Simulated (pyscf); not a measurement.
Optimised with ωB97X-D3(BJ)/def2-SVP in PySCF.

Problem. For HO–Ga(Cl)–Cl + H atom (H•) → water (H₂O) + [Cl–Ga–Cl]•, a substitution at O (doublet surface; Ga–O broken, H–O formed), PBE/def2-TZVP gives ΔE‡ = 0.08 eV and ΔE = -0.94 eV (zero: the separated reactants). In which direction and how far do r²SCAN/def2-TZVP, M06-2X/def2-TZVP, ωB97M-D3(BJ)/def2-TZVP move these?

Solution. r²SCAN: ΔE‡ = 0.16 eV, ΔE = -0.85 eV; M06-2X: ΔE‡ = 0.52 eV, ΔE = -0.80 eV; ωB97M-D3(BJ): ΔE‡ = 0.52 eV, ΔE = -0.89 eV. PBE's barrier lies under all of them, by 0.08 to 0.44 eV. Its reaction energy lies under all of them, by 0.05 to 0.15 eV. On the product side the descent ends in an adduct with a Ga–O contact, 0.74 eV under the separated species and 2.12 eV under the saddle at ωB97X-D3(BJ)/def2-TZVP. What is counted as broken (Ga–O) persists as a longer contact in the product adduct; parting that adduct is a step of its own. At ωB97X-D3(BJ) the barrier from the zero used here is 0.63 eV. One saddle was located; it need not be the lowest between these sides. The angle at the attacked O is 136°. Elements up to Kr have no core potential and no relativistic terms here.
